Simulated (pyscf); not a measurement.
Optimised with ωB97X-D3(BJ)/def2-SVP in PySCF.

Problem. Estimate by transition-state theory the rate constant of ethane (H₃C–CH₃) + [H₃C–Al–CH₃]• -> trimethylaluminium (H₃C–Al(CH₃)–CH₃) + methyl (CH₃•) (doublet surface; C–C broken, Al–C formed) at 900 K, with ωB97M-D3(BJ)/def2-TZVP energies (ideal gas, 1 atm, RRHO with modes under 100 cm⁻¹ raised to 100, one conformer, R ln 2 for chiral ones without a mode under 150 cm⁻¹; no tunnelling).

Solution. The electronic barrier is 45.5 kcal/mol and the thermal terms add +22.3, so ΔG‡ = 67.8 kcal/mol. With k_BT/h = 1.88e+13 s⁻¹ and RT = 1.788 kcal/mol, and a volume of 1.23e-19 cm³ per molecule at 1 atm, k = 7.8e-23 cm³ molecule⁻¹ s⁻¹. Wigner's tunnelling factor for 1219i cm⁻¹ would be 1.16. A shift of 1 kcal/mol in the barrier changes k by a factor 1.7. One saddle was located; it need not be the lowest between these sides. The angle at the attacked C is 156°.
